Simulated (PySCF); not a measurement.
## Calculated NMR parameters of CC(C)C

```yaml
Formula: C4H10
SMILES: CC(C)C
InChI: InChI=1S/C4H10/c1-4(2)3/h4H,1-3H3
Degrees_of_unsaturation: 0
Carbon_signals: 2
Proton_signals: 2
```

Mapped SMILES: `[CH3:1][CH:2]([CH3:3])[CH3:4]`. Hydrogens are named by the atom that carries them.

[PySCF 2.14.0 with density-fitted response routines: J couplings at B3LYP/pcJ-2 (without the spin–dipole term); coordinates at the PBE0-D3(BJ)/def2-TZVP level; shielding tensors at PBE0/pcSseg-2 (GIAO); no solvent; single conformer; relativity neglected; one averaged value for each set of equivalent atoms]

Chemical shifts δ = σref − σ; 1H and 13C against TMS, all at this level.

```tsv
carbon	δC, type	δH (multiplicity, J in Hz)	HMBC from (abs. J ≥ 3 Hz)	span of the C tensor (ppm)
C1/C3/C4	27.1, CH3	0.91 (d, 7.4)	H(C1)/H(C3)/H(C4)	43
C2	28.2, CH	1.71 (decet, 7.4)	H(C1)/H(C3)/H(C4)	1
```

Selected couplings (Hz, signed; the shortest-range and largest first, 30 at most; isotopes 13C, 1H): 1J(C1,H(C1)) 129.6, 1J(C2,H(C2)) 129.3, 1J(C1,C2) 33.6, 3J(H(C1),H(C2)) 7.4.

Carbon types of the structure: 1 × CH, 3 × CH3, which accounts for all hydrogens. δC 28.2: sp3 CH; a saturated carbon with 3 carbon neighbours and no heteroatom attached. δC 27.1: methyl carbon; aliphatic region, no heteroatom directly attached. δH 1.71: hydrogen on an sp3 CH; far from electronegative atoms and π systems. δH 0.91: hydrogen on a methyl carbon; far from electronegative atoms and π systems. The protons at 0.91 and 1.71 share a coupling of 7.4 Hz (vicinal).

Splittings below 1 Hz are ignored in the labels, and close J values are merged. Shifts are as computed. Against solution values, carbons near 30 ppm lie about +3 ppm off and those near 130 ppm about +9 ppm. Of 1211 compounds with measured shifts, 218 miss one by over three times the rms of a fit or turn the order of signals round; such compounds aren't used in these exercises.
